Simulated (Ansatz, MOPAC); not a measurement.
Molecule: singlet silylene, SiH2, charge 0, multiplicity 1. SMILES: [SiH2]
Geometry: optimised at B3LYP-D3(BJ)/def2-TZVP (Ansatz, a program for electronic structure).

Wanted: vertical ionisation energy to the doublet, in eV. Set-up: each state is the SCF solution reached for its charge and spin; UHF or UKS for open shells; 6-311+G** with 5d, 6d on Na to Ar in Ansatz; non-relativistic; dispersion terms only where a functional's name holds one; spin-orbit terms left out. First-principles rows: single points at B3LYP-D3(BJ) geometries (Ansatz). Semi-empirical rows: differences of heats of formation at the shared geometry for vertical values.

| species | coefficient | E at B3LYP/6-311+G** (Ansatz), Eh | E at B3LYP/def2-TZVPD (Ansatz), Eh | heat of formation at PM6 (MOPAC), kcal/mol |
|---|---|---|---|---|
| charge 1, doublet | +1 | -290.29326 | -290.29344 | 253.85 |
| charge 0, singlet | -1 | -290.64084 | -290.64138 | 74.17 |

 1 Eh = 27.2114 eV and 1 eV = 23.0605 kcal/mol.

### Question
Work the quantity out at each level.

### Answer

- B3LYP/6-311+G**: the sum of coefficient times E is 0.34758 Eh, or 9.458 eV. Result: 9.46 eV.
- B3LYP/def2-TZVPD: the sum of coefficient times E is 0.34794 Eh, or 9.468 eV. Result: 9.47 eV.
- PM6: the sum of coefficient times heat of formation is 179.68 kcal/mol, or 7.79 eV.
